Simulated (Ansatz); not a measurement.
What does this script print? It uses Ansatz 0.2.0 through its Python package.

Script `c3h8o2.py`:
```python
from dataclasses import dataclass
from pathlib import Path

import ansatz as az


@dataclass(frozen=True)
class RunConfig:
    basis_set: str = 'def2-SVP'
    xc: str = 'r2scan'


opts = RunConfig()

GEOMETRY = '''
C    -1.28350    0.62220    0.92850
C     0.16890    0.61910    0.71520
O     0.57590   -0.69710    0.38680
C     0.56830   -1.00370   -0.97840
O     1.48680   -0.33700   -1.73160
H    -1.64600    1.67380    1.25610
H    -1.83860    0.44030   -0.00660
H    -1.60530   -0.05940    1.65070
H     0.66480    0.91820    1.69790
H     0.49690    1.34320   -0.02100
H    -0.50500   -0.76240   -1.34740
H     0.66310   -2.08310   -1.08320
H     2.27410   -0.70870   -1.45220
'''


def main() -> None:
    c3h8o2 = az.Crystal.molecule()
    for line in GEOMETRY.strip().splitlines():
        symbol, *xyz = line.split()
        c3h8o2 = c3h8o2.atom(symbol, [float(v) for v in xyz])

    setup = (
        c3h8o2.calculation()
        .basis(gaussian=opts.basis_set)
        .functional(opts.xc)
        .orbitals()
    )
    result = setup.run(runs_dir='c3h8o2_runs')
    rep = result.report

    print('reference energy %16.6f eV' % rep['reference_energy_ev'])
    print('total energy     %16.6f eV' % rep['free_energy_ev'])
    print('occupied (up, down):', rep['n_occupied'], ' virtual:', rep['n_virtual'], ' frozen:', rep['n_frozen'])

    lines = Path(rep['orbitals_path']).read_text().splitlines()
    field_of = lambda key: [line.split('=')[1].strip() for line in lines if line.startswith(key)]
    orbitals = [(27.211386 * float(e), s, float(n)) for e, s, n in zip(field_of('Ene='), field_of('Spin='), field_of('Occup='))]
    homo = max(e for e, _, n in orbitals if n > 0.5)
    lumo = min(e for e, _, n in orbitals if n < 0.5)
    for e, spin, n in sorted(orbitals):
        if homo - 15 < e < lumo + 5:
            print(f'{spin:6s} {e:10.3f} eV  occupation {n:.0f}')


if __name__ == '__main__':
    main()
```

```console
$ python c3h8o2.py
reference energy     -7325.114455 eV
total energy         -7325.114455 eV
occupied (up, down): [21, 21]  virtual: [89, 89]  frozen: 0
Alpha     -19.649 eV  occupation 2
Alpha     -17.235 eV  occupation 2
Alpha     -15.417 eV  occupation 2
Alpha     -13.611 eV  occupation 2
Alpha     -12.798 eV  occupation 2
Alpha     -12.145 eV  occupation 2
Alpha     -10.911 eV  occupation 2
Alpha     -10.322 eV  occupation 2
Alpha     -10.028 eV  occupation 2
Alpha      -9.083 eV  occupation 2
Alpha      -8.599 eV  occupation 2
Alpha      -7.372 eV  occupation 2
Alpha      -7.129 eV  occupation 2
Alpha      -6.225 eV  occupation 2
Alpha       1.643 eV  occupation 0
Alpha       2.284 eV  occupation 0
Alpha       2.643 eV  occupation 0
Alpha       3.147 eV  occupation 0
Alpha       3.515 eV  occupation 0
Alpha       3.749 eV  occupation 0
Alpha       4.005 eV  occupation 0
Alpha       4.351 eV  occupation 0
Alpha       5.236 eV  occupation 0
Alpha       5.722 eV  occupation 0
Alpha       6.383 eV  occupation 0
```

The settings weren't tested for convergence. The geometry is a force-field or estimated start, not a minimum of this method, and the basis set is short of its limit. Alpha marks a spatial orbital of a restricted run, filled by both spins. Levels such as HOMO and LUMO are orbital energies: with these approximate functionals they aren't the ionisation energy and electron affinity, and their gap isn't the fundamental gap. Hardware and time: 4.9 s on 1 thread of Arm Neoverse V2 (shared host), peak memory 0.21 GiB.

(Lines on the test bed's own set-up are left out of the output.)
